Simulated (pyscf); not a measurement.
Thermochemistry of product channels of Cl–C•(Cl)–Cl + acetylene (HC≡CH) on the doublet surface, in kcal/mol, from ωB97M-D3(BJ)/def2-TZVP energies (ideal gas, 1 atm, RRHO with modes under 100 cm⁻¹ raised to 100, one conformer, R ln 2 for chiral ones without a mode under 150 cm⁻¹). PySCF, gas phase, ωB97X-D3(BJ)/def2-SVP geometries.

```json
[
 {"products": "Cl–CH=CH–C•(Cl)–Cl", "ΔE": "-57.2", "ΔH(298 K)": "-54.6", "ΔG(298 K)": "-44.6", "ΔG(900 K)": "-24.1"},
 {"products": "•HC=CH–C(Cl)(Cl)–Cl", "ΔE": "-18.9", "ΔH(298 K)": "-17.2", "ΔG(298 K)": "-6.8", "ΔG(900 K)": "+14.1"}
]
```

The channel to •HC=CH–C(Cl)(Cl)–Cl turns unfavourable between 298 and 1200 K (ΔG from -6.8 kcal/mol to +24.1 kcal/mol).

These are energies of the channels, which say nothing of barriers.
